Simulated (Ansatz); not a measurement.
Start from `COC` and change one atom or group to get `COCC=O`.

Ansatz, PBE0-D4/def2-TZVP geometries, multiplicity 1. Each molecule was computed in one conformer, which needn't be the lowest.

```tsv
property	`COC`
HOMO energy (B3LYP/def2-TZVPP) / eV	-7.20
size of the dipole moment (ωB97M-V/def2-TZVPP) / D	1.22
HOMO–LUMO gap (PBE0/def2-TZVPP) / eV	8.83
LUMO energy (PBE/def2-TZVPP) / eV	0.58
HOMO–LUMO gap (ωB97M-V/def2-TZVPP) / eV	12.74
zero-point energy (PBE0-D4/def2-TZVP) / kJ/mol	209.6
```

Question: What does the change do to each property? (Best estimate.)

Answer: Computed: 
```tsv
property	`COCC=O`	shift
HOMO energy (B3LYP/def2-TZVPP) / eV	-7.13	0.07
size of the dipole moment (ωB97M-V/def2-TZVPP) / D	2.11	0.89
HOMO–LUMO gap (PBE0/def2-TZVPP) / eV	6.33	-2.50
LUMO energy (PBE/def2-TZVPP) / eV	-2.20	-2.78
HOMO–LUMO gap (ωB97M-V/def2-TZVPP) / eV	11.03	-1.71
zero-point energy (PBE0-D4/def2-TZVP) / kJ/mol	234.0	24.4
```

With PBE0 the HOMO rises by 0.09 eV and the LUMO falls by 2.41 eV, so the gap narrows by about 2.50 eV. PBE moves the HOMO by 0.06 eV and ωB97M-V by 0.12 eV. The zero-point energy changes by 24.4 kJ/mol with +6 modes. Dipoles are sizes alone; their direction can turn.

B3LYP here is the variant with VWN-RPA as its local correlation; programs differ in this.
